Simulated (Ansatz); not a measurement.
Basis sets compared for P₄⁻. Charge -1, multiplicity 2. Geometry B3LYP-D4/def2-TZVPD. Ansatz on 4 threads of Arm Neoverse V1 on a shared host; times are rough, and most runs start from earlier orbitals.

```csv
atom,x (Å),y (Å),z (Å)
P1,-1.092,-0.367,0.532
P2,0.747,-0.908,-0.477
P3,0.825,0.514,1.227
P4,-0.479,0.761,-1.282
```

At HF/STO-3G, PBE-D4/def2-SVPD, PBE-D4/def2-TZVPD, PBE0-D4/def2-SVPD and others the highest occupied level of the charge -1 doublet lies above zero (up to 4.00 eV). In Hartree–Fock with STO-3G the lack of diffuse functions raises the level. By energy differences its removal costs 1.41 eV (vertical, to the charge 0 singlet, at CCSD(T)/def2-TZVPPD). The structure comes from a short search, and lower isomers may exist.

```
            level  functions  energy (Eh)  HOMO (eV)  LUMO (eV)  wall time
        HF/STO-3G         36   -1347.4233       4.00      13.72     0.25 s
         HF/6-31G         52   -1362.7177      -2.28       5.55      0.5 s
 PBE-D4/def2-SVPD         96   -1364.4500       1.24       2.06      1.2 s
PBE0-D4/def2-SVPD         96   -1364.5528       0.23       2.83      1.6 s
```

Question: Estimate the rows for PBE-D4/def2-TZVPD, PBE0-D4/def2-TZVPD.

Answer: 
```
             level  functions  energy (Eh)  HOMO (eV)  LUMO (eV)  wall time
 PBE-D4/def2-TZVPD        172   -1364.9237       1.01       1.79      2.4 s
PBE0-D4/def2-TZVPD        172   -1365.0224       0.06       2.56      3.9 s
```
